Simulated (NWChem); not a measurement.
Lowest excitation of ethanol (C2H6O)

```xyz
9

C     -1.1961     0.1358     0.2499
C      0.0782    -0.4235    -0.3534
O      1.2217     0.3105    -0.0034
H     -2.0803    -0.4258    -0.0899
H     -1.3248     1.1921    -0.0312
H     -1.1730     0.0794     1.3515
H      0.1824    -1.4950    -0.0839
H      0.0180    -0.3878    -1.4531
H      1.3116     0.2790     0.9547
```
Charge 0, spin multiplicity 1.

Everything below was run with NWChem. The geometry was optimised at PBE0/def2-SVP, a minimum by its harmonic frequencies. It is one conformer; others weren't searched.

Basis set: def2-SVP.

B3LYP has NWChem's definition, with VWN1-RPA local correlation.

One of these methods gave a lowest vertical singlet excitation energy of 8.05 eV. Which?
A) TD-BHandHLYP
B) CIS
C) TD-PBE
D) TD-B3LYP

A, TD-BHandHLYP. The others give 6.76 (TD-PBE), 7.30 (TD-B3LYP), 9.21 (CIS).
